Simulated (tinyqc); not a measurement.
Inside a calculation. Method: extended Hueckel theory, for LiH. One step of it, computed by the program tinyqc.

Problem. Wolfsberg-Helmholz matrix. H_ij = K' S_ij (H_ii + H_jj)/2 for i != j (the diagonal keeps H_ii), with K' = 1.75.

overlap S, order 1Li 2s, 1Li 2px, 1Li 2py, 1Li 2pz, 2H 1s:
$$\begin{pmatrix}
1.000000 & 0.000000 & 0.000000 & 0.000000 & 0.373432 \\
0.000000 & 1.000000 & 0.000000 & 0.000000 & 0.000000 \\
0.000000 & 0.000000 & 1.000000 & 0.000000 & 0.000000 \\
0.000000 & 0.000000 & 0.000000 & 1.000000 & 0.488202 \\
0.373432 & 0.000000 & 0.000000 & 0.488202 & 1.000000
\end{pmatrix}$$

diagonal H_ii (eV): 1Li 2s -5.400000, 1Li 2px -3.500000, 1Li 2py -3.500000, 1Li 2pz -3.500000, 2H 1s -13.600000

K = 1.750000

Give: H.

Solution.

H (eV), order 1Li 2s, 1Li 2px, 1Li 2py, 1Li 2pz, 2H 1s:
$$\begin{pmatrix}
-5.4000 & 0.0000 & 0.0000 & 0.0000 & -6.2083 \\
0.0000 & -3.5000 & 0.0000 & 0.0000 & 0.0000 \\
0.0000 & 0.0000 & -3.5000 & 0.0000 & 0.0000 \\
0.0000 & 0.0000 & 0.0000 & -3.5000 & -7.3047 \\
-6.2083 & 0.0000 & 0.0000 & -7.3047 & -13.6000
\end{pmatrix}$$
